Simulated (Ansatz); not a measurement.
Consider Au in the fcc (Cu type) structure (space group Fm-3m, No. 225; a = 4.0834 Å).

All numbers come from PBEsol (Ansatz, a first-principles code), no SOC.

Perturbation: every Au is replaced by Pt, then cell and atoms are relaxed.

Measured lattice parameter a: Au 4.062 Å (static lattice; corrected from measurement; as listed in Daniel Mejia-Rodriguez, S. B. Trickey, Phys. Rev. B (2018)); Pt 3.913 Å (static lattice; corrected from measurement; as listed in Daniel Mejia-Rodriguez, S. B. Trickey, Phys. Rev. B (2018)).

Task: How well does PBEsol reproduce the measured shift?

Result: With PBEsol the lattice parameter a moves by -0.165 Å (4.083 → 3.918) against -0.149 Å measured.

Whether these cells are dynamically stable was not tested. The final runs are not spin-polarised.
